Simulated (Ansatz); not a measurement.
Compare A (`CC(C)=CF`) with its isomer B (`CC1(F)CC1`).

Computed with Ansatz on PBE0-D4/def2-TZVP structures; ΔE is electronic, products minus reactants. CBS: MP2 limit from def2 TZ/QZ plus the TZ coupled-cluster correction, frozen cores. Functionals use def2-TZVPP. B3LYP here is the variant with VWN-RPA as its local correlation; programs differ in this.

Question: Which isomer does CCSD(T)/CBS put lower? Give the gap. (Estimate.)

Answer: The calculation gave: A, by 7.7 kcal/mol.

Question: Give E(B) − E(A) in kcal/mol with B3LYP-D4, ωB97M-V, MP2/def2-TZVPP, PBE-D4, r2SCAN-D4, PBE0-D4, HF/def2-TZVPP. (Estimate.)

Answer: Computed: B3LYP-D4 9.5, ωB97M-V 5.9, MP2/def2-TZVPP 5.7, PBE-D4 7.0, r2SCAN-D4 6.3, PBE0-D4 5.0, HF/def2-TZVPP 8.6. None reverses the order clearly.

Largest T1 diagnostic: 0.011.

From PBE to PBE0 (25 % exact exchange), in def2-TZVPP and without D4, E(B) − E(A) moves by −2.0 kcal/mol. In def2-TZVPP, CCSD(T) changes the Hartree–Fock value by −1.0 kcal/mol (the triples alone add +0.5 kcal/mol) and MP2 by −2.8 kcal/mol.
